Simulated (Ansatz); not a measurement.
# Al₂H₂ (singlet): PBE0, B3LYP, r2SCAN0 over a scan of the angle Al2–Al1–H3, 6-31G

How well do these functionals follow the top wave-function level for Al₂H₂ (singlet) over a scan of the angle Al2–Al1–H3?

Method: 6-31G, all electrons in the functionals; program: Ansatz 0.2.0, Gaussian basis.

The runs, in order: PBE0, B3LYP, r2SCAN0, at 72.4°; 85.4°; 101.6°; 120.2°; 124.1°; 142.1°; 161.9°; 180.0°.

11 further runs of the same task are left out: 2 for a mislabelled method, 7 that didn't finish, 2 set aside as unsound or not needed.

**1. The geometry**

The geometry derives from a PBE0/def2-TZVP stationary point (not a proven minimum). One angle is set to the value named; bond lengths are kept.

4 atoms, charge 0, spin multiplicity 1.

Atoms are counted from 1 here; the program's logs count them from 0.

Bond lengths: Al1–Al2 2.635 Å, Al1–H3 1.622 Å, Al2–H4 1.622 Å. Angles: Al2–Al1–H3 120.2°, Al1–Al2–H4 120.2°.

No dispersion term is added. B3LYP takes the VWN-RPA correlation.

The geometry shown and the zero of energy belong to the point 120.2°. The yardstick, FCI, and other wave-function levels (R restricted, U unrestricted, valence and pair active spaces) come from earlier runs.

**2. PBE0, 72.4°**

Input file in.yaml:

```yaml
crystal:
  periodic: [false, false, false]
  atoms:
    - {symbol: Al, position_ang: [0.000000, -0.684726, 1.152890]}
    - {symbol: Al, position_ang: [0.000000, 0.656296, -1.115026]}
    - {symbol: H, position_ang: [0.000000, 0.896116, 1.517737]}
    - {symbol: H, position_ang: [0.000000, -0.135091, -2.531317]}
basis:
  gaussian: {orbitals: 6-31G}
magnetization: {spin_polarized: true, initial_magnetization: 0}
hamiltonian: {xc: {name: PBE0}}
output: {forces: true, orbitals: {seedname: orbitals}}
```

The run is started by

```sh
$ ansatz run in.yaml --threads 1 --pin off --events-out ev --progress --plain --max-ram 2393MiB
```

After this run come: PBE0, 85.4°; PBE0, 101.6°; PBE0, 120.2°; PBE0, 124.1°; PBE0, 142.1°; PBE0, 161.9°; PBE0, 180.0°; B3LYP, 72.4°; B3LYP, 85.4°; B3LYP, 101.6°; B3LYP, 120.2°; B3LYP, 124.1°; B3LYP, 142.1°; B3LYP, 161.9°; B3LYP, 180.0°; r2SCAN0, 72.4°; r2SCAN0, 85.4°; r2SCAN0, 101.6°; r2SCAN0, 120.2°; r2SCAN0, 124.1°; r2SCAN0, 142.1°; r2SCAN0, 161.9°; r2SCAN0, 180.0°.

Q: Predict the results of all the runs planned. Wanted: span of the FCI curve; largest miss, PBE0; largest miss, B3LYP; largest miss, r2SCAN0.

As calculated:

| quantity | value |
| --- | --- |
| span of the FCI curve | 69.7 kJ/mol |
| largest miss, PBE0 | -10.3 kJ/mol (161.9°) |
| largest miss, B3LYP | -3.9 kJ/mol (161.9°) |
| largest miss, r2SCAN0 | -15.9 kJ/mol (161.9°) |

**Reading.** Of the functionals, B3LYP keep the smallest largest miss at the points compared (at most 3.9 kJ/mol) and r2SCAN0 strays most (15.9 kJ/mol, at 161.9°). PBE0, B3LYP, r2SCAN0 clearly break the spin symmetry at some points (⟨S²⟩ up to 0.87 above the pure value), so energy there is bought with a mixed spin. Functionals and the yardstick converge differently with the basis, so part of each miss in 6-31G is the basis.
